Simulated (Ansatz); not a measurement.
GeH3, doublet in 6-31G: errors against full CI

Geometry: a point of a breathe scan, not a stationary point.

```yaml
atoms:
  - { symbol: Ge, position_ang: [0.0001, 0.0000, -0.0284] }
  - { symbol: H, position_ang: [2.2209, 0.0256, 0.6861] }
  - { symbol: H, position_ang: [-1.1344, 1.9118, 0.6798] }
  - { symbol: H, position_ang: [-1.0902, -1.9371, 0.6804] }
```

Basis 6-31G (Cartesian d functions); Ansatz 0.2.0. Correlated methods freeze the noble-gas cores and the filled d shells of p-block atoms, which leaves 7 electrons in 21 orbitals. Prefix R: restricted or restricted open-shell reference; prefix U: unrestricted. Active spaces: pair = (3e, 3o) about the gap; valence = (7e, 7o) chosen from the atoms' valence shells. No spin–orbit coupling is included, and no scalar relativity.

Full CI is exact within this basis and frozen core; it isn't the basis-set limit. The frozen core follows each run's orbitals, which can shift R against U totals by a few meV for light atoms and by up to 0.1 eV past Ca.

Coupled cluster chose its determinant by trial CCSD, here up to 0.20 eV above the lowest Hartree–Fock solution of its kind, and MP2 stands on that determinant too.

```
UHF ⟨S²⟩                          : 1.615
T1 diagnostic (RCCSD)             : 0.0427
largest doubles amplitude (RCCSD) : 0.123
```

```
   level  E − E(determinant under the R cluster runs) (eV)
    RMP2                                           -2.2750
   RCCSD                                           -3.6066
RCCSD(T)                                           -3.7602
```

Problem. Estimate how far full CI in 6-31G lies from RCCSD(T). The table doesn't fix it; the size of (T) and the diagnostics are the guide.

Solution. Full CI in 6-31G lies 7.5 kJ/mol below RCCSD(T), which is 50 % of the (T) step (-14.8 kJ/mol). T1 is raised, a doubles amplitude is large, and the rest is a large part of (T). The miss exceeds 1 kcal/mol.

The other levels:

```tsv
level	E − E(full CI) (kJ/mol)	share of correlation (%)	wall time
BCCD(T)	8.1	97.82	2.7 s
RCCSDT	0.6	99.84	–
RCCSDT(Q)	0.2	99.96	6.5 s
CASSCF (pair space)	272.8	26.33	–
NEVPT2 (pair space)	112.9	69.50	1.3 s
MRCISD (pair space)	29.9	91.91	–
MRCISD+Q (pair space)	-8.8	102.38	1.5 s
CASSCF (valence space)	52.3	85.87	–
NEVPT2 (valence space)	12.5	96.63	1.9 s
MRCISD (valence space)	1.2	99.67	–
MRCISD+Q (valence space)	0.4	99.89	2.4 s
```

The correlation energy at full CI, counted from the determinant under the R cluster runs, is -3.838 eV. That run took 78 s on 1 thread of Arm Neoverse V1, shared host over 3,978,900 determinants.

Run but not shown, since their state or frozen core can't be matched to the reference's or they repeat it: RHF, UHF, UMP2, CISD, UCCSD, UCCSD(T), UCCSDT, UCCSDT(Q).

Times hold each run's SCF and search for its determinant on a shared host, so for small cases they say little of a method's own cost; they ran on 1 thread of Arm Neoverse V1.

More than 5 meV below full CI, which no variational method can be: MRCISD+Q (pair space).

The full-CI state has the irrep A' of Cs, in the program's axes (one component, if the state is degenerate).

Natural occupations of full CI about the gap: 1.948 1.805 1.805 1.007 0.151 0.132 0.132 0.004 0.004 0.004; effectively unpaired electrons, Σ n²(2−n)², 1.46.
